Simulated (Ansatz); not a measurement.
# GeH4, triplet: the ladder up to UCCSDTQ

Geometry: that of the GeH4, singlet, kept fixed. The singlet lies 8.7 eV lower here.

```xyz
5

Ge    0.0000    0.0000    0.0000
H     0.8843    0.8872    0.8860
H    -0.8879   -0.8840    0.8857
H    -0.8838    0.8845   -0.8892
H     0.8874   -0.8877   -0.8825
```

Basis cc-pVDZ; Ansatz 0.2.0. Correlated methods freeze the noble-gas cores and the filled d shells of p-block atoms, which leaves 8 electrons in 33 orbitals. R marks a restricted (for open shells ROHF) determinant, U an unrestricted one. Active spaces: valence = (8e, 8o) chosen from the atoms' valence shells. No spin–orbit coupling is included, and no scalar relativity.

Full CI isn't at hand for all of this; UCCSDTQ serves as the reference, and is uncertain by about the last step of the cluster series. The frozen core follows each run's orbitals, which can shift R against U totals by a few meV for light atoms and by up to 0.1 eV past Ca.

The largest doubles amplitude grows up the series, to 0.28: the determinant mixes near-degenerate terms, and the last step may understate the doubt.

The UHF ⟨S²⟩ is 2.005 and the T1 diagnostic (RCCSD) is 0.0206. The largest doubles amplitude (RCCSD) is 0.039. The T1 diagnostic (UCCSD) is 0.0194.

```csv
level,E − E(UCCSDTQ) (kJ/mol),share of correlation (%),wall time
UHF,357.6,1.28,–
UMP2,87.0,75.98,–
UCCSD,13.7,96.23,–
UCCSD(T),4.8,98.68,32 s
UCCSDT,1.3,99.64,–
UCCSDT(Q),0.7,99.82,78 s
```

The correlation energy at UCCSDTQ, counted from RHF, is -3.754 eV. That run took 21 s on 5 threads of AMD EPYC 7R13 with a whole H100 80 GB, shared host.

Run but not shown, since their state or frozen core can't be matched to the reference's or they repeat it: RHF, RMP2, RCCSD, RCCSD(T), BCCD(T), RCCSDT, RCCSDT(Q), RCCSDTQ, CASSCF (valence space), NEVPT2 (valence space), MRCISD (valence space), MRCISD+Q (valence space).

Times hold each run's SCF and search for its determinant on a shared host, so for small cases they say little of a method's own cost; they ran on 1 thread of AMD EPYC 7R13.

Natural occupations of CASSCF (valence space) about the gap: 1.979 1.963 1.963 1.012 0.994 0.037 0.026 0.026; effectively unpaired electrons, Σ n²(2−n)², 2.02.
